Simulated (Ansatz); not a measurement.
The input, for Ansatz 0.2.0:

```yaml
crystal:
  periodic: [false, false, false]
  atoms:
    - {symbol: Si, position_ang: [0.000000, 0.000000, 0.000000]}
    - {symbol: H, position_ang: [0.000000, 0.000000, 1.531705]}
basis:
  gaussian: {orbitals: cc-pVTZ}
total_charge: 1
correlation: {method: fic_mrcisd_q, electrons: outside_noble_gas, active_space: {window: {electrons: 4, orbitals: 5}, shells: [{species: H, l: s, shell: 1}, {species: Si, l: s, shell: 3}, {species: Si, l: p, shell: 3}]}}
```

```sh
$ ansatz run in.yaml --threads 1 --pin off --events-out ev --progress --plain --max-ram 2393MiB
```

Output:

```
521 factors; integrals over basis functions are off by at most 2.2e-7 eV
mean field evaluation 1: about -7868.2270 eV, gradient 7.8e0 eV
mean field evaluation 2: about -7868.2275 eV, gradient 7.8e0 eV
mean field evaluation 4: about -7868.5404 eV, gradient 4.0e-1 eV
mean field evaluation 8: about -7868.5414 eV, gradient 6.2e-5 eV
mean field -7868.54141744 eV, -289.1635636018 hartree, gradient 1.5e-6 eV, S^2 0.000000; 0 other end points of the search recorded, 0 dependent functions left out; unrestricted orbitals would lower it
reference -7868.54141744 eV, -289.1635636018 hartree; 7, 7 occupied and 41, 41 virtual orbitals, 521 factors
state -7869.96316521 eV, -289.2158118687 hartree
contracted CI cycle   1: correlation 0.00000000 eV, 0.0000000000 hartree, residual 8.50e0 eV
contracted CI cycle   2: correlation -1.02747504 eV, -0.0377590112 hartree, residual 2.30e0 eV
contracted CI cycle   3: correlation -1.09672450 eV, -0.0403038819 hartree, residual 6.39e-1 eV
contracted CI cycle   4: correlation -1.10196601 eV, -0.0404965039 hartree, residual 1.98e-1 eV
contracted CI cycle   5: correlation -1.10238524 eV, -0.0405119105 hartree, residual 5.60e-2 eV
contracted CI cycle   6: correlation -1.10242169 eV, -0.0405132499 hartree, residual 1.54e-2 eV
contracted CI cycle   7: correlation -1.10242466 eV, -0.0405133590 hartree, residual 4.32e-3 eV
contracted CI cycle   8: correlation -1.10242490 eV, -0.0405133677 hartree, residual 1.31e-3 eV
contracted CI cycle   9: correlation -1.10242492 eV, -0.0405133686 hartree, residual 4.07e-4 eV
state -7869.96316521 eV, -289.2158118687 hartree; corrected -7871.09276571 eV, -289.2573239215 hartree
Total energy: -7871.09276571 eV, -289.2573239215 hartree
Checks for a lower state left out: starts, orbital_swaps
```

For the same geometry and basis full CI lies 18.0 meV lower.

Ran on 1 thread of Intel Xeon Platinum 8259CL, shared host: 1.1 s wall, 0.12 GiB peak host memory.
